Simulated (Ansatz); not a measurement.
Input for Ansatz (development build ahead of 0.2.0):

```yaml
crystal:
  periodic: [false, false, false]
  atoms:
    - { symbol: B, position_ang: [0.0, 0.0, 0.8104] }
    - { symbol: B, position_ang: [0.0, 0.0, -0.8104] }
    - { symbol: H, position_ang: [0.91389, 0.0, 0.0] }
    - { symbol: H, position_ang: [-0.91389, 0.0, 0.0] }
    - { symbol: H, position_ang: [0.0, 0.9674, 1.34936] }
    - { symbol: H, position_ang: [0.0, -0.9674, 1.34936] }
    - { symbol: H, position_ang: [0.0, 0.9674, -1.34936] }
    - { symbol: H, position_ang: [0.0, -0.9674, -1.34936] }
basis:
  gaussian: { orbitals: cc-pVDZ }
hamiltonian:
  xc: hf
```

The input is written out in the form of the current development build from the run's settings.

Output:

- Converged: yes
- Total energy: -52.78129 hartree
- Spin squared of the determinant: 0.000

Caution: no unrestricted run beside it, a lower state can exist.
